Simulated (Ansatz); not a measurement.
Solid chlorine, treated with HSE06 (plane waves, PAW; Ansatz, an electronic-structure program).

Settings: plane-wave cutoff 460 eV, 8×8×4 k mesh (along the axes of the cell as run), Fermi–Dirac smearing 0.01 eV, scalar-relativistic PAW data made under PBE.

Cell (measured lattice):

Cl has the orthorhombic space group Cmce (No. 64), Pearson symbol oS8. Cell: a = 6.308 Å, b = 4.558 Å, c = 8.155 Å, α = β = γ = 90.00°. Cl on 8f is coordinated by 1 Cl at 2.010 Å. (Neighbours: up to the widest gap in distance over summed covalent radii, below 1.35, at either atom.)
(The calculation used a cell of 4 atoms; values per cell refer to that cell.)

Question: What does this level give for the band gap?

Answer: 
band gap: 4.12 eV (direct)

Note: cell and atoms aren't relaxed at this level (largest force component 0.45 eV/Å).

The computed numbers hold no vibrational or temperature effects.
